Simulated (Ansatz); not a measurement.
System: YAlGeO₅ (Pbam, No. 55; cell taken from a computed entry). Method: PBEsol (plane waves, PAW; Ansatz, a first-principles code).

Settings: plane-wave cutoff 520 eV, 6×4×6 k mesh (along the axes of the cell as run), Fermi–Dirac smearing 0.01 eV, scalar-relativistic PAW data made under PBE.

Cell (relaxed with PBEsol):

```
CELL_PARAMETERS angstrom
      7.23072     0.00000     0.00000
      0.00000     8.32546     0.00000
      0.00000     0.00000     5.61435
ATOMIC_POSITIONS crystal
  Y  0.35791 0.32603 0.00000
  Y  0.64209 0.67397 0.00000
  Y  0.85791 0.17397 0.00000
  Y  0.14209 0.82603 0.00000
  Al 0.50000 0.00000 0.24881
  Al 0.50000 0.00000 0.75119
  Al 0.00000 0.50000 0.75119
  Al 0.00000 0.50000 0.24881
  Ge 0.11934 0.14468 0.50000
  Ge 0.88066 0.85532 0.50000
  Ge 0.61934 0.35532 0.50000
  Ge 0.38066 0.64468 0.50000
  O  0.33707 0.05380 0.00000
  O  0.66293 0.94620 0.00000
  O  0.83707 0.44620 0.00000
  O  0.16293 0.55380 0.00000
  O  0.34708 0.07010 0.50000
  O  0.65292 0.92990 0.50000
  O  0.84708 0.42990 0.50000
  O  0.15292 0.57010 0.50000
  O  0.10636 0.28756 0.25192
  O  0.89364 0.71244 0.74808
  O  0.89364 0.71244 0.25192
  O  0.10636 0.28756 0.74808
  O  0.60636 0.21244 0.74808
  O  0.39364 0.78756 0.25192
  O  0.39364 0.78756 0.74808
  O  0.60636 0.21244 0.25192
  O  0.00000 0.00000 0.28454
  O  0.00000 0.00000 0.71546
  O  0.50000 0.50000 0.71546
  O  0.50000 0.50000 0.28454
```

Task: Predict the band gap.

Result: 
band gap: 4.03 eV

Spin–orbit coupling is not included.

Computed values are for the static lattice.

It cost roughly 7 core-minutes of CPU time.
